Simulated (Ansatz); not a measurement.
C4H8O2 (`C=C(OC)OC`), 14 atoms. The species carries charge 0 and has multiplicity 1. Hardware: A = 2 threads of an AMD EPYC 7R13 on a shared host; B = 2 threads of an AMD EPYC 7R13 on a shared host and a share of an NVIDIA H100 80 GB. Correlated methods freeze the cores. Open-shell runs search over several starts.

Task: How many basis functions does each run have, and how long does it take in Ansatz? RKS PBE0-D4/def2-SVP energy [A]; UHF-MP2/def2-QZVPP energy of the cation [B]; RKS BLYP-D4/def2-TZVPP energy [B]; RKS B2PLYP (frozen core)/def2-TZVPP energy [B]; RKS PBE0-D4/def2-TZVP frequencies [B]; RHF-CCSD(T)/def2-TZVPP energy [B]; UKS PBE0-D4/def2-TZVPP energy of the cation [B]; RKS BHLYP-D4/def2-TZVPP energy [B]; RKS PBE0-D4/def2-QZVPP energy [B]; UKS ωB97M-V/def2-TZVPP energy of the cation [B]; RHF-MP2/def2-QZVPP energy [B]; RKS PBE-QIDH (frozen core)/def2-TZVPP energy [B]. (Best estimate.)

Result: The calculation gave: Other jobs shared the machine, so times are rough.

| level | job | functions | wall time | peak host memory (GiB) |
| --- | --- | --- | --- | --- |
| RKS PBE0-D4/def2-SVP | energy [A] | 124 | 1.8 s | 0.28 |
| RKS BLYP-D4/def2-TZVPP | energy [B] | 298 | 1.9 s | 0.81 |
| RKS BHLYP-D4/def2-TZVPP | energy [B] | 298 | 2 s | 0.83 |
| UKS PBE0-D4/def2-TZVPP | energy of the cation [B] | 298 | 2.1 s | 0.87 |
| RKS B2PLYP (frozen core)/def2-TZVPP | energy [B] | 298 | 2.7 s | 1.3 |
| RKS PBE-QIDH (frozen core)/def2-TZVPP | energy [B] | 298 | 2.8 s | 1.3 |
| RKS PBE0-D4/def2-QZVPP | energy [B] | 582 | 3.4 s | 1.1 |
| UKS ωB97M-V/def2-TZVPP | energy of the cation [B] | 298 | 3.5 s | 1.1 |
| RHF-MP2/def2-QZVPP | energy [B] | 582 | 4.3 s | 1.2 |
| UHF-MP2/def2-QZVPP | energy of the cation [B] | 582 | 4.5 s | 1.2 |
| RHF-CCSD(T)/def2-TZVPP | energy [B] | 298 | 6.5 s | 0.85 |
| RKS PBE0-D4/def2-TZVP | frequencies [B] | 234 | 70 s | 0.85 |
